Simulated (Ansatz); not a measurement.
`CSC(C)N` at its PBE0-D4/def2-TZVP geometry, where that method's forces vanish. Total charge 0; spin multiplicity 1.

| atom | x (Å) | y (Å) | z (Å) |
| --- | --- | --- | --- |
| C1 | -0.023 | 1.948 | 1.059 |
| S2 | -0.806 | 1.092 | -0.311 |
| C3 | 0.247 | -0.418 | -0.387 |
| C4 | -0.226 | -1.214 | -1.585 |
| N5 | 0.256 | -1.241 | 0.790 |
| H6 | -0.125 | 1.397 | 1.996 |
| H7 | 1.033 | 2.140 | 0.855 |
| H8 | -0.533 | 2.905 | 1.171 |
| H9 | 1.269 | -0.066 | -0.557 |
| H10 | -1.257 | -1.549 | -1.441 |
| H11 | -0.189 | -0.615 | -2.496 |
| H12 | 0.405 | -2.096 | -1.709 |
| H13 | 0.637 | -0.750 | 1.588 |
| H14 | -0.685 | -1.535 | 1.027 |

**Question.** For each bond, give half the difference of the two atoms' forces along it (eV/Å; positive pushes the atoms apart) under PBE-D4, r2SCAN-D4, B3LYP-D4, ωB97M-V in def2-TZVPP. (An estimate is asked.)

**Answer.** Ansatz gave: 
| bond | length (Å) | PBE-D4 | r2SCAN-D4 | B3LYP-D4 | ωB97M-V |
| --- | --- | --- | --- | --- | --- |
| C1–S2 | 1.795 | 0.15 | 0.14 | 0.26 | 0.15 |
| C1–H6 | 1.092 | 0.11 | -0.03 | -0.08 | -0.09 |
| C1–H7 | 1.092 | 0.10 | -0.03 | -0.07 | -0.08 |
| C1–H8 | 1.090 | 0.11 | -0.04 | -0.10 | -0.06 |
| S2–C3 | 1.842 | 0.23 | 0.18 | 0.19 | -0.09 |
| C3–C4 | 1.515 | 0.00 | 0.07 | 0.11 | 0.14 |
| C3–N5 | 1.436 | 0.05 | 0.12 | 0.20 | 0.27 |
| C3–H9 | 1.094 | 0.10 | -0.07 | -0.17 | -0.17 |
| C4–H10 | 1.094 | 0.11 | -0.03 | -0.05 | -0.06 |
| C4–H11 | 1.091 | 0.09 | -0.04 | -0.07 | -0.07 |
| C4–H12 | 1.091 | 0.10 | -0.04 | -0.08 | -0.09 |
| N5–H13 | 1.011 | 0.23 | 0.00 | -0.07 | -0.08 |
| N5–H14 | 1.014 | 0.25 | 0.01 | -0.04 | -0.08 |

B3LYP here is the variant with VWN-RPA as its local correlation; programs differ in this.
